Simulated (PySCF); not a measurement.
## A ladder for the electron affinity of F

F⁻ [Ne] (1S) → F [He] 2s2 2p5 (2P). Scalar values calculated with PySCF 2.14 in dyall-acv3z (non-relativistic; valence and next inner shell: nothing frozen; valence: 1s2 frozen). The spin-orbit shift comes from two-component X2C-1e calculations (generalised Hartree-Fock, GHF, and MP2 on its spinors, GMP2) in x2c-TZVPall-2c with one added diffuse shell each of s, p, d type: GMP2 gives 3.586 eV without and 3.567 eV with screened spin-orbit coupling, a shift of -0.018 eV (GHF: -0.018 eV). Sums use unrounded values; where a UHF row is shifted, it takes the GHF shift.

| method | scalar (eV) |
| --- | --- |
| UHF | 1.178 |
| MP2 (valence and next inner shell) | 3.641 |
| SCS-MP2 (valence and next inner shell) | 3.453 |
| CCSD (valence and next inner shell) | 3.144 |
| CCSD(T) (valence and next inner shell) | 3.313 |
| MP2 (valence) | 3.636 |
| SCS-MP2 (valence) | 3.451 |
| CCSD (valence) | 3.142 |
| CCSD(T) (valence) | 3.308 |
| LDA | 4.132 |
| PBE | 3.666 |
| PBE0 | 3.242 |
| r2SCAN | 3.312 |
| TPSSh | 3.284 |
| r2SCANh | 3.193 |
| CAM-B3LYP | 3.536 |
| revPBE | 3.549 |

Q: Form a composite estimate from CCSD(T) (valence and next inner shell) and the spin-orbit shift, and compare it with the reference, 3.401 eV (measured; photodetachment measurements, as compiled on the Wikipedia data page of electron affinities).

A: 3.313 + (-0.018) = 3.295 eV, an error of -0.107 eV.

The errors of the correlated levels include the incompleteness of the basis and the frozen core, so a lower level can come closer by cancellation.
